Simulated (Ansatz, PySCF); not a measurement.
Dissociation curve of SMILES S=C=S. The C1–S3 bond (C1 also carries S; S3 carries nothing else) is stretched with both fragments frozen at the PBE0/def2-TZVP optimised geometry.

Methods: UHF/cc-pVDZ (PySCF); RHF/cc-pVDZ (PySCF); UKS-TPSSh = PySCF with unrestricted TPSSh/cc-pVDZ; RKS-TPSSh = PySCF 2.14.0 with restricted TPSSh/cc-pVDZ; UKS-CAM-B3LYP = unrestricted CAM-B3LYP/cc-pVDZ run with PySCF; RKS-CAM-B3LYP = restricted CAM-B3LYP/cc-pVDZ (PySCF); UKS-r2SCAN = unrestricted r2SCAN/cc-pVDZ in PySCF; RKS-r2SCAN = restricted r2SCAN/cc-pVDZ in PySCF; UKS-PBE = Ansatz (a program for electronic structure) with unrestricted PBE/cc-pVDZ; RKS-PBE = restricted PBE/cc-pVDZ run with Ansatz; UKS-B3LYP/6-31G* = unrestricted B3LYP/6-31G*, spherical d run with PySCF 2.14.0; RKS-B3LYP/6-31G* = PySCF 2.14.0 with restricted B3LYP/6-31G*, spherical d; UKS-B3LYP/6-311+G** = unrestricted B3LYP/6-311+G**, spherical d (PySCF 2.14.0); RKS-B3LYP/6-311+G** = restricted B3LYP/6-311+G**, spherical d in PySCF.

Scanned distances (Å): 1.23, 1.30, 1.40, 1.46, 1.49, 1.55, 1.60, 1.64, 1.69, 1.81, 1.94, 2.08, 2.34, 2.57, 2.75, 3.06, 3.44, 3.75, 4.21, 4.66, 5.41.

Task: Where does the unrestricted solution first break spin symmetry (<S²> of 0.01 or more)?

Result: UHF: between 2.08 and 2.34 Å; UKS-TPSSh: between 2.08 and 2.34 Å; UKS-CAM-B3LYP: between 2.08 and 2.34 Å; UKS-r2SCAN: between 2.08 and 2.34 Å; UKS-PBE: between 2.34 and 2.57 Å; UKS-B3LYP/6-31G*: between 2.08 and 2.34 Å; UKS-B3LYP/6-311+G**: between 2.08 and 2.34 Å.

```json
[
 {"R / Å": "1.23", "<S²> UHF": "0.00", "E(RHF) − E(UHF) / kJ/mol": "0.0", "<S²> UKS-TPSSh": "0.00", "E(RKS-TPSSh) − E(UKS-TPSSh) / kJ/mol": "0.0", "<S²> UKS-CAM-B3LYP": "0.00", "E(RKS-CAM-B3LYP) − E(UKS-CAM-B3LYP) / kJ/mol": "0.0", "<S²> UKS-r2SCAN": "0.00", "E(RKS-r2SCAN) − E(UKS-r2SCAN) / kJ/mol": "0.0", "<S²> UKS-PBE": "0.00", "E(RKS-PBE) − E(UKS-PBE) / kJ/mol": "0.0", "<S²> UKS-B3LYP/6-31G*": "0.00", "E(RKS-B3LYP/6-31G*) − E(UKS-B3LYP/6-31G*) / kJ/mol": "0.0", "<S²> UKS-B3LYP/6-311+G**": "0.00", "E(RKS-B3LYP/6-311+G**) − E(UKS-B3LYP/6-311+G**) / kJ/mol": "0.0"},
 {"R / Å": "1.30", "<S²> UHF": "0.00", "E(RHF) − E(UHF) / kJ/mol": "0.0", "<S²> UKS-TPSSh": "0.00", "E(RKS-TPSSh) − E(UKS-TPSSh) / kJ/mol": "0.0", "<S²> UKS-CAM-B3LYP": "0.00", "E(RKS-CAM-B3LYP) − E(UKS-CAM-B3LYP) / kJ/mol": "0.0", "<S²> UKS-r2SCAN": "0.00", "E(RKS-r2SCAN) − E(UKS-r2SCAN) / kJ/mol": "0.0", "<S²> UKS-PBE": "0.00", "E(RKS-PBE) − E(UKS-PBE) / kJ/mol": "0.0", "<S²> UKS-B3LYP/6-31G*": "0.00", "E(RKS-B3LYP/6-31G*) − E(UKS-B3LYP/6-31G*) / kJ/mol": "0.0", "<S²> UKS-B3LYP/6-311+G**": "0.00", "E(RKS-B3LYP/6-311+G**) − E(UKS-B3LYP/6-311+G**) / kJ/mol": "0.0"},
 {"R / Å": "1.40", "<S²> UHF": "0.00", "E(RHF) − E(UHF) / kJ/mol": "0.0", "<S²> UKS-TPSSh": "0.00", "E(RKS-TPSSh) − E(UKS-TPSSh) / kJ/mol": "0.0", "<S²> UKS-CAM-B3LYP": "0.00", "E(RKS-CAM-B3LYP) − E(UKS-CAM-B3LYP) / kJ/mol": "0.0", "<S²> UKS-r2SCAN": "0.00", "E(RKS-r2SCAN) − E(UKS-r2SCAN) / kJ/mol": "0.0", "<S²> UKS-PBE": "0.00", "E(RKS-PBE) − E(UKS-PBE) / kJ/mol": "0.0", "<S²> UKS-B3LYP/6-31G*": "0.00", "E(RKS-B3LYP/6-31G*) − E(UKS-B3LYP/6-31G*) / kJ/mol": "0.0", "<S²> UKS-B3LYP/6-311+G**": "0.00", "E(RKS-B3LYP/6-311+G**) − E(UKS-B3LYP/6-311+G**) / kJ/mol": "0.0"},
 {"R / Å": "1.46", "<S²> UHF": "0.00", "E(RHF) − E(UHF) / kJ/mol": "0.0", "<S²> UKS-TPSSh": "0.00", "E(RKS-TPSSh) − E(UKS-TPSSh) / kJ/mol": "0.0", "<S²> UKS-CAM-B3LYP": "0.00", "E(RKS-CAM-B3LYP) − E(UKS-CAM-B3LYP) / kJ/mol": "0.0", "<S²> UKS-r2SCAN": "0.00", "E(RKS-r2SCAN) − E(UKS-r2SCAN) / kJ/mol": "0.0", "<S²> UKS-PBE": "0.00", "E(RKS-PBE) − E(UKS-PBE) / kJ/mol": "0.0", "<S²> UKS-B3LYP/6-31G*": "0.00", "E(RKS-B3LYP/6-31G*) − E(UKS-B3LYP/6-31G*) / kJ/mol": "0.0", "<S²> UKS-B3LYP/6-311+G**": "0.00", "E(RKS-B3LYP/6-311+G**) − E(UKS-B3LYP/6-311+G**) / kJ/mol": "0.0"},
 {"R / Å": "1.49", "<S²> UHF": "0.00", "E(RHF) − E(UHF) / kJ/mol": "0.0", "<S²> UKS-TPSSh": "0.00", "E(RKS-TPSSh) − E(UKS-TPSSh) / kJ/mol": "0.0", "<S²> UKS-CAM-B3LYP": "0.00", "E(RKS-CAM-B3LYP) − E(UKS-CAM-B3LYP) / kJ/mol": "0.0", "<S²> UKS-r2SCAN": "0.00", "E(RKS-r2SCAN) − E(UKS-r2SCAN) / kJ/mol": "0.0", "<S²> UKS-PBE": "0.00", "E(RKS-PBE) − E(UKS-PBE) / kJ/mol": "0.0", "<S²> UKS-B3LYP/6-31G*": "0.00", "E(RKS-B3LYP/6-31G*) − E(UKS-B3LYP/6-31G*) / kJ/mol": "0.0", "<S²> UKS-B3LYP/6-311+G**": "0.00", "E(RKS-B3LYP/6-311+G**) − E(UKS-B3LYP/6-311+G**) / kJ/mol": "0.0"},
 {"R / Å": "1.55", "<S²> UHF": "0.00", "E(RHF) − E(UHF) / kJ/mol": "0.0", "<S²> UKS-TPSSh": "0.00", "E(RKS-TPSSh) − E(UKS-TPSSh) / kJ/mol": "0.0", "<S²> UKS-CAM-B3LYP": "0.00", "E(RKS-CAM-B3LYP) − E(UKS-CAM-B3LYP) / kJ/mol": "0.0", "<S²> UKS-r2SCAN": "0.00", "E(RKS-r2SCAN) − E(UKS-r2SCAN) / kJ/mol": "0.0", "<S²> UKS-PBE": "0.00", "E(RKS-PBE) − E(UKS-PBE) / kJ/mol": "0.0", "<S²> UKS-B3LYP/6-31G*": "0.00", "E(RKS-B3LYP/6-31G*) − E(UKS-B3LYP/6-31G*) / kJ/mol": "0.0", "<S²> UKS-B3LYP/6-311+G**": "0.00", "E(RKS-B3LYP/6-311+G**) − E(UKS-B3LYP/6-311+G**) / kJ/mol": "0.0"},
 {"R / Å": "1.60", "<S²> UHF": "0.00", "E(RHF) − E(UHF) / kJ/mol": "0.0", "<S²> UKS-TPSSh": "0.00", "E(RKS-TPSSh) − E(UKS-TPSSh) / kJ/mol": "0.0", "<S²> UKS-CAM-B3LYP": "0.00", "E(RKS-CAM-B3LYP) − E(UKS-CAM-B3LYP) / kJ/mol": "0.0", "<S²> UKS-r2SCAN": "0.00", "E(RKS-r2SCAN) − E(UKS-r2SCAN) / kJ/mol": "0.0", "<S²> UKS-PBE": "0.00", "E(RKS-PBE) − E(UKS-PBE) / kJ/mol": "0.0", "<S²> UKS-B3LYP/6-31G*": "0.00", "E(RKS-B3LYP/6-31G*) − E(UKS-B3LYP/6-31G*) / kJ/mol": "0.0", "<S²> UKS-B3LYP/6-311+G**": "0.00", "E(RKS-B3LYP/6-311+G**) − E(UKS-B3LYP/6-311+G**) / kJ/mol": "0.0"},
 {"R / Å": "1.64", "<S²> UHF": "0.00", "E(RHF) − E(UHF) / kJ/mol": "0.0", "<S²> UKS-TPSSh": "0.00", "E(RKS-TPSSh) − E(UKS-TPSSh) / kJ/mol": "0.0", "<S²> UKS-CAM-B3LYP": "0.00", "E(RKS-CAM-B3LYP) − E(UKS-CAM-B3LYP) / kJ/mol": "0.0", "<S²> UKS-r2SCAN": "0.00", "E(RKS-r2SCAN) − E(UKS-r2SCAN) / kJ/mol": "0.0", "<S²> UKS-PBE": "0.00", "E(RKS-PBE) − E(UKS-PBE) / kJ/mol": "0.0", "<S²> UKS-B3LYP/6-31G*": "0.00", "E(RKS-B3LYP/6-31G*) − E(UKS-B3LYP/6-31G*) / kJ/mol": "0.0", "<S²> UKS-B3LYP/6-311+G**": "0.00", "E(RKS-B3LYP/6-311+G**) − E(UKS-B3LYP/6-311+G**) / kJ/mol": "0.0"},
 {"R / Å": "1.69", "<S²> UHF": "0.00", "E(RHF) − E(UHF) / kJ/mol": "0.0", "<S²> UKS-TPSSh": "0.00", "E(RKS-TPSSh) − E(UKS-TPSSh) / kJ/mol": "0.0", "<S²> UKS-CAM-B3LYP": "0.00", "E(RKS-CAM-B3LYP) − E(UKS-CAM-B3LYP) / kJ/mol": "0.0", "<S²> UKS-r2SCAN": "0.00", "E(RKS-r2SCAN) − E(UKS-r2SCAN) / kJ/mol": "0.0", "<S²> UKS-PBE": "0.00", "E(RKS-PBE) − E(UKS-PBE) / kJ/mol": "0.0", "<S²> UKS-B3LYP/6-31G*": "0.00", "E(RKS-B3LYP/6-31G*) − E(UKS-B3LYP/6-31G*) / kJ/mol": "0.0", "<S²> UKS-B3LYP/6-311+G**": "0.00", "E(RKS-B3LYP/6-311+G**) − E(UKS-B3LYP/6-311+G**) / kJ/mol": "0.0"},
 {"R / Å": "1.81", "<S²> UHF": "0.00", "E(RHF) − E(UHF) / kJ/mol": "0.0", "<S²> UKS-TPSSh": "0.00", "E(RKS-TPSSh) − E(UKS-TPSSh) / kJ/mol": "0.0", "<S²> UKS-CAM-B3LYP": "0.00", "E(RKS-CAM-B3LYP) − E(UKS-CAM-B3LYP) / kJ/mol": "0.0", "<S²> UKS-r2SCAN": "0.00", "E(RKS-r2SCAN) − E(UKS-r2SCAN) / kJ/mol": "0.0", "<S²> UKS-PBE": "0.00", "E(RKS-PBE) − E(UKS-PBE) / kJ/mol": "0.0", "<S²> UKS-B3LYP/6-31G*": "0.00", "E(RKS-B3LYP/6-31G*) − E(UKS-B3LYP/6-31G*) / kJ/mol": "0.0", "<S²> UKS-B3LYP/6-311+G**": "0.00", "E(RKS-B3LYP/6-311+G**) − E(UKS-B3LYP/6-311+G**) / kJ/mol": "0.0"},
 {"R / Å": "1.94", "<S²> UHF": "0.00", "E(RHF) − E(UHF) / kJ/mol": "0.0", "<S²> UKS-TPSSh": "0.00", "E(RKS-TPSSh) − E(UKS-TPSSh) / kJ/mol": "0.0", "<S²> UKS-CAM-B3LYP": "0.00", "E(RKS-CAM-B3LYP) − E(UKS-CAM-B3LYP) / kJ/mol": "0.0", "<S²> UKS-r2SCAN": "0.00", "E(RKS-r2SCAN) − E(UKS-r2SCAN) / kJ/mol": "0.0", "<S²> UKS-PBE": "0.00", "E(RKS-PBE) − E(UKS-PBE) / kJ/mol": "0.0", "<S²> UKS-B3LYP/6-31G*": "0.00", "E(RKS-B3LYP/6-31G*) − E(UKS-B3LYP/6-31G*) / kJ/mol": "0.0", "<S²> UKS-B3LYP/6-311+G**": "0.00", "E(RKS-B3LYP/6-311+G**) − E(UKS-B3LYP/6-311+G**) / kJ/mol": "0.0"},
 {"R / Å": "2.08", "<S²> UHF": "0.00", "E(RHF) − E(UHF) / kJ/mol": "0.0", "<S²> UKS-TPSSh": "0.00", "E(RKS-TPSSh) − E(UKS-TPSSh) / kJ/mol": "0.0", "<S²> UKS-CAM-B3LYP": "0.00", "E(RKS-CAM-B3LYP) − E(UKS-CAM-B3LYP) / kJ/mol": "0.0", "<S²> UKS-r2SCAN": "0.00", "E(RKS-r2SCAN) − E(UKS-r2SCAN) / kJ/mol": "0.0", "<S²> UKS-PBE": "0.00", "E(RKS-PBE) − E(UKS-PBE) / kJ/mol": "0.0", "<S²> UKS-B3LYP/6-31G*": "0.00", "E(RKS-B3LYP/6-31G*) − E(UKS-B3LYP/6-31G*) / kJ/mol": "0.0", "<S²> UKS-B3LYP/6-311+G**": "0.00", "E(RKS-B3LYP/6-311+G**) − E(UKS-B3LYP/6-311+G**) / kJ/mol": "0.0"},
 {"R / Å": "2.34", "<S²> UHF": "0.74", "E(RHF) − E(UHF) / kJ/mol": "29.8", "<S²> UKS-TPSSh": "0.11", "E(RKS-TPSSh) − E(UKS-TPSSh) / kJ/mol": "0.3", "<S²> UKS-CAM-B3LYP": "0.27", "E(RKS-CAM-B3LYP) − E(UKS-CAM-B3LYP) / kJ/mol": "2.2", "<S²> UKS-r2SCAN": "0.17", "E(RKS-r2SCAN) − E(UKS-r2SCAN) / kJ/mol": "0.8", "<S²> UKS-PBE": "0.00", "E(RKS-PBE) − E(UKS-PBE) / kJ/mol": "0.0", "<S²> UKS-B3LYP/6-31G*": "0.05", "E(RKS-B3LYP/6-31G*) − E(UKS-B3LYP/6-31G*) / kJ/mol": "0.1", "<S²> UKS-B3LYP/6-311+G**": "0.04", "E(RKS-B3LYP/6-311+G**) − E(UKS-B3LYP/6-311+G**) / kJ/mol": "0.0"},
 {"R / Å": "2.57", "<S²> UHF": "0.94", "E(RHF) − E(UHF) / kJ/mol": "74.7", "<S²> UKS-TPSSh": "0.75", "E(RKS-TPSSh) − E(UKS-TPSSh) / kJ/mol": "27.7", "<S²> UKS-CAM-B3LYP": "0.78", "E(RKS-CAM-B3LYP) − E(UKS-CAM-B3LYP) / kJ/mol": "32.5", "<S²> UKS-r2SCAN": "0.77", "E(RKS-r2SCAN) − E(UKS-r2SCAN) / kJ/mol": "32.5", "<S²> UKS-PBE": "0.64", "E(RKS-PBE) − E(UKS-PBE) / kJ/mol": "15.7", "<S²> UKS-B3LYP/6-31G*": "0.71", "E(RKS-B3LYP/6-31G*) − E(UKS-B3LYP/6-31G*) / kJ/mol": "23.1", "<S²> UKS-B3LYP/6-311+G**": "0.72", "E(RKS-B3LYP/6-311+G**) − E(UKS-B3LYP/6-311+G**) / kJ/mol": "22.7"},
 {"R / Å": "2.75", "<S²> UHF": "0.99", "E(RHF) − E(UHF) / kJ/mol": "103.2", "<S²> UKS-TPSSh": "0.91", "E(RKS-TPSSh) − E(UKS-TPSSh) / kJ/mol": "56.7", "<S²> UKS-CAM-B3LYP": "0.91", "E(RKS-CAM-B3LYP) − E(UKS-CAM-B3LYP) / kJ/mol": "58.7", "<S²> UKS-r2SCAN": "0.92", "E(RKS-r2SCAN) − E(UKS-r2SCAN) / kJ/mol": "65.0", "<S²> UKS-PBE": "0.86", "E(RKS-PBE) − E(UKS-PBE) / kJ/mol": "42.0", "<S²> UKS-B3LYP/6-31G*": "0.88", "E(RKS-B3LYP/6-31G*) − E(UKS-B3LYP/6-31G*) / kJ/mol": "48.8", "<S²> UKS-B3LYP/6-311+G**": "0.89", "E(RKS-B3LYP/6-311+G**) − E(UKS-B3LYP/6-311+G**) / kJ/mol": "48.2"},
 {"R / Å": "3.06", "<S²> UHF": "1.01", "E(RHF) − E(UHF) / kJ/mol": "—", "<S²> UKS-TPSSh": "0.98", "E(RKS-TPSSh) − E(UKS-TPSSh) / kJ/mol": "93.8", "<S²> UKS-CAM-B3LYP": "0.98", "E(RKS-CAM-B3LYP) − E(UKS-CAM-B3LYP) / kJ/mol": "90.9", "<S²> UKS-r2SCAN": "0.99", "E(RKS-r2SCAN) − E(UKS-r2SCAN) / kJ/mol": "—", "<S²> UKS-PBE": "0.97", "E(RKS-PBE) − E(UKS-PBE) / kJ/mol": "80.4", "<S²> UKS-B3LYP/6-31G*": "0.97", "E(RKS-B3LYP/6-31G*) − E(UKS-B3LYP/6-31G*) / kJ/mol": "82.3", "<S²> UKS-B3LYP/6-311+G**": "0.98", "E(RKS-B3LYP/6-311+G**) − E(UKS-B3LYP/6-311+G**) / kJ/mol": "81.5"},
 {"R / Å": "3.44", "<S²> UHF": "1.02", "E(RHF) − E(UHF) / kJ/mol": "—", "<S²> UKS-TPSSh": "1.00", "E(RKS-TPSSh) − E(UKS-TPSSh) / kJ/mol": "117.2", "<S²> UKS-CAM-B3LYP": "1.00", "E(RKS-CAM-B3LYP) − E(UKS-CAM-B3LYP) / kJ/mol": "111.9", "<S²> UKS-r2SCAN": "1.01", "E(RKS-r2SCAN) − E(UKS-r2SCAN) / kJ/mol": "—", "<S²> UKS-PBE": "1.00", "E(RKS-PBE) − E(UKS-PBE) / kJ/mol": "106.4", "<S²> UKS-B3LYP/6-31G*": "1.00", "E(RKS-B3LYP/6-31G*) − E(UKS-B3LYP/6-31G*) / kJ/mol": "105.0", "<S²> UKS-B3LYP/6-311+G**": "1.00", "E(RKS-B3LYP/6-311+G**) − E(UKS-B3LYP/6-311+G**) / kJ/mol": "103.8"},
 {"R / Å": "3.75", "<S²> UHF": "1.02", "E(RHF) − E(UHF) / kJ/mol": "—", "<S²> UKS-TPSSh": "1.01", "E(RKS-TPSSh) − E(UKS-TPSSh) / kJ/mol": "126.6", "<S²> UKS-CAM-B3LYP": "1.01", "E(RKS-CAM-B3LYP) − E(UKS-CAM-B3LYP) / kJ/mol": "120.2", "<S²> UKS-r2SCAN": "1.01", "E(RKS-r2SCAN) − E(UKS-r2SCAN) / kJ/mol": "—", "<S²> UKS-PBE": "1.00", "E(RKS-PBE) − E(UKS-PBE) / kJ/mol": "117.1", "<S²> UKS-B3LYP/6-31G*": "1.00", "E(RKS-B3LYP/6-31G*) − E(UKS-B3LYP/6-31G*) / kJ/mol": "114.7", "<S²> UKS-B3LYP/6-311+G**": "1.00", "E(RKS-B3LYP/6-311+G**) − E(UKS-B3LYP/6-311+G**) / kJ/mol": "113.0"},
 {"R / Å": "4.21", "<S²> UHF": "1.02", "E(RHF) − E(UHF) / kJ/mol": "—", "<S²> UKS-TPSSh": "1.01", "E(RKS-TPSSh) − E(UKS-TPSSh) / kJ/mol": "133.3", "<S²> UKS-CAM-B3LYP": "1.01", "E(RKS-CAM-B3LYP) − E(UKS-CAM-B3LYP) / kJ/mol": "125.6", "<S²> UKS-r2SCAN": "1.01", "E(RKS-r2SCAN) − E(UKS-r2SCAN) / kJ/mol": "—", "<S²> UKS-PBE": "1.01", "E(RKS-PBE) − E(UKS-PBE) / kJ/mol": "125.4", "<S²> UKS-B3LYP/6-31G*": "1.00", "E(RKS-B3LYP/6-31G*) − E(UKS-B3LYP/6-31G*) / kJ/mol": "121.5", "<S²> UKS-B3LYP/6-311+G**": "1.00", "E(RKS-B3LYP/6-311+G**) − E(UKS-B3LYP/6-311+G**) / kJ/mol": "119.4"},
 {"R / Å": "4.66", "<S²> UHF": "1.02", "E(RHF) − E(UHF) / kJ/mol": "—", "<S²> UKS-TPSSh": "1.01", "E(RKS-TPSSh) − E(UKS-TPSSh) / kJ/mol": "136.1", "<S²> UKS-CAM-B3LYP": "1.01", "E(RKS-CAM-B3LYP) − E(UKS-CAM-B3LYP) / kJ/mol": "127.6", "<S²> UKS-r2SCAN": "1.01", "E(RKS-r2SCAN) − E(UKS-r2SCAN) / kJ/mol": "—", "<S²> UKS-PBE": "1.01", "E(RKS-PBE) − E(UKS-PBE) / kJ/mol": "129.3", "<S²> UKS-B3LYP/6-31G*": "1.00", "E(RKS-B3LYP/6-31G*) − E(UKS-B3LYP/6-31G*) / kJ/mol": "124.3", "<S²> UKS-B3LYP/6-311+G**": "1.01", "E(RKS-B3LYP/6-311+G**) − E(UKS-B3LYP/6-311+G**) / kJ/mol": "121.9"},
 {"R / Å": "5.41", "<S²> UHF": "1.02", "E(RHF) − E(UHF) / kJ/mol": "—", "<S²> UKS-TPSSh": "1.01", "E(RKS-TPSSh) − E(UKS-TPSSh) / kJ/mol": "137.7", "<S²> UKS-CAM-B3LYP": "1.01", "E(RKS-CAM-B3LYP) − E(UKS-CAM-B3LYP) / kJ/mol": "128.9", "<S²> UKS-r2SCAN": "1.01", "E(RKS-r2SCAN) − E(UKS-r2SCAN) / kJ/mol": "—", "<S²> UKS-PBE": "1.01", "E(RKS-PBE) − E(UKS-PBE) / kJ/mol": "131.9", "<S²> UKS-B3LYP/6-31G*": "1.01", "E(RKS-B3LYP/6-31G*) − E(UKS-B3LYP/6-31G*) / kJ/mol": "125.8", "<S²> UKS-B3LYP/6-311+G**": "1.01", "E(RKS-B3LYP/6-311+G**) − E(UKS-B3LYP/6-311+G**) / kJ/mol": "123.5"}
]
```

Dashes: no converged value, or the column stops at the first point that the program doubted or that broke a chosen test of continuity, which isn't proof of a fault.
